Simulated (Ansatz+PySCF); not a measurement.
**singlet HClO: levels of theory in one basis**

```json
{"atom": "O", "x (Å)": "0.0000", "y (Å)": "0.7716", "z (Å)": "-0.6580"}
{"atom": "H", "x (Å)": "0.0000", "y (Å)": "1.4671", "z (Å)": "-0.1009"}
{"atom": "Cl", "x (Å)": "0.0000", "y (Å)": "-0.4494", "z (Å)": "0.3156"}
```

Basis set: def2-SVP (spherical functions). Left uncorrelated: 6 orbitals. Charge 0, multiplicity 1.

Computed with Ansatz (development build ahead of 0.2.0); each method stands on the lowest determinant of its kind that the runs found.

```json
{"method": "RHF", "E − E(RHF) (eV)": "0.00", "<S²> of the determinant": "0.00"}
{"method": "RHF-CCSD", "E − E(RHF) (eV)": "-9.22", "<S²> of the determinant": "–"}
{"method": "RHF-CCSD(T)", "E − E(RHF) (eV)": "-9.40", "<S²> of the determinant": "–"}
```

Problem. What does RHF-MP2 give on the same scale?

Solution. -8.70 eV.

Problem. Is a single determinant a sound starting point here?

Solution. By this sign, yes. Unrestricted orbitals gain 0.00 eV and <S²> is 0.00 against 0.00 for a pure state.
